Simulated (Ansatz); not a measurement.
# CHAlN: the cost of one run

Computed with Ansatz 0.2.0, Gaussian basis. Level: def2-QZVPP, all electrons in the functionals, frozen cores in the correlation of double hybrids and RPA.

Plan: PBE, BLYP, r2SCAN, B97M-V, PBE0, B3LYP, wB97M-V, B2PLYP, at charge 0, doublet; charge 0, quartet; charge 1, singlet; charge 1, triplet.

2 further runs of the same task are left out: 2 set aside as unsound or not needed.

## 1. The system

The geometry is a PBE0/def2-TZVP stationary point (not a proven minimum).

4 atoms, charge 0, spin multiplicity 2.

Atoms are counted from 1 here; the program's logs count them from 0.

Bond lengths: Al1–C2 2.001 Å, C2–N3 1.208 Å, N3–H4 1.022 Å. Angles: Al1–C2–N3 172.8°, C2–N3–H4 124.4°.

No dispersion term is added; B97M-V, wB97M-V hold VV10 nonlocal correlation. B3LYP takes the VWN-RPA correlation.

The geometry shown and the zero of energy belong to the point charge 0, doublet. The yardstick, UCCSD(T), and other wave-function levels (R restricted, U unrestricted, valence and pair active spaces) come from earlier runs.

## 2. PBE, charge 0, doublet

in.yaml reads:

```yaml
crystal:
  periodic: [false, false, false]
  atoms:
    - {symbol: Al, position_ang: [-0.000010, -0.130819, 2.269156]}
    - {symbol: C, position_ang: [0.000100, -0.117705, 0.267760]}
    - {symbol: N, position_ang: [-0.000031, -0.260415, -0.931731]}
    - {symbol: H, position_ang: [-0.000059, 0.508939, -1.605185]}
basis:
  gaussian: {orbitals: "def2-QZVPP.json"}
magnetization: {spin_polarized: true, initial_magnetization: 1}
hamiltonian: {xc: {name: PBE}}
output: {orbitals: {seedname: orbitals}}
```

Started as:

```sh
$ ansatz run in.yaml --threads 1 --pin off --events-out ev --progress --plain --max-ram 2393MiB
```

**Question.** How long does this run take on 1 thread of Arm Neoverse V2, shared host, and how much memory does it need?

About 11 s, with a peak of 0.39 GiB.
